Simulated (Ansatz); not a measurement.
## Relaxing Ba

The calculation used DFT PBEsol, scalar-relativistic, plane waves, PAW (Ansatz 0.2.0). Cutoff 420 eV, Γ-centred k mesh, Gaussian smearing, no spin polarisation in the final step.

Ba was placed on the alpha-boron structure type (R-3m, No. 166), at a guessed volume.

```
CELL_PARAMETERS angstrom
5.19896 3.00162 8.86632
-5.19896 3.00162 8.86632
0.00000 -6.00324 8.86632
ATOMIC_POSITIONS crystal
Ba 0.01019 0.65361 0.01019
Ba 0.01019 0.01019 0.65361
Ba 0.65361 0.01019 0.01019
Ba 0.98981 0.34639 0.98981
Ba 0.34639 0.98981 0.98981
Ba 0.98981 0.98981 0.34639
Ba 0.22118 0.63060 0.22118
Ba 0.22118 0.22118 0.63060
Ba 0.63060 0.22118 0.22118
Ba 0.77882 0.36940 0.77882
Ba 0.36940 0.77882 0.77882
Ba 0.77882 0.77882 0.36940
```

Cell and atoms relax at zero pressure; the relaxation can't lower the symmetry of the start. After a coarse first stage the cell is made exact in the group found at 0.06 Å.

Energies count from the standard state of Ba at the same level.

(1) Which crystal results?

(2) What are its volume, energy, density and gap?

Answers

(1) It keeps R-3m (No. 166), but not the shape of the type it started on. Conventional cell: a = 8.929 Å, c = 33.659 Å. Around Ba on Wyckoff site h (6 atoms of the primitive cell) lie 6 Ba at 3.98–4.37 Å and 2 Ba at 4.62 Å; around Ba on Wyckoff site h (6 atoms of the primitive cell) lie 2 Ba at 3.41 Å, 2 Ba at 3.70 Å, 2 Ba at 3.98 Å and 1 Ba at 4.37 Å.

```xyz
12
Lattice="4.4643 2.5775 11.2198 -4.4643 2.5775 11.2198 0.0000 -5.1550 11.2198" Properties=species:S:1:pos:R:3 pbc="T T T"
Ba   -2.1542    1.2437    7.6581
Ba    0.0000   -2.4874    7.6581
Ba    2.1542    1.2437    7.6581
Ba    2.1542   -1.2437   26.0013
Ba   -2.1542   -1.2437   26.0013
Ba    0.0000    2.4874   26.0013
Ba   -1.8493    1.0677   12.0104
Ba    0.0000   -2.1354   12.0104
Ba    1.8493    1.0677   12.0104
Ba    1.8493   -1.0677   21.6491
Ba   -1.8493   -1.0677   21.6491
Ba    0.0000    2.1354   21.6491
```

(2) The volume per atom is 64.55 Å³, the density is 3.53 g/cm³ and the energy over the standard structure is 0.49 eV/atom. The gap on the 6×6×6 mesh is 0 eV (a metal).

The final run used a 6×6×6 mesh on its 12-atom cell and 0.10 eV smearing. For metals, differences of a few meV/atom aren't resolved. A structure relaxed within its symmetry needn't be a true minimum.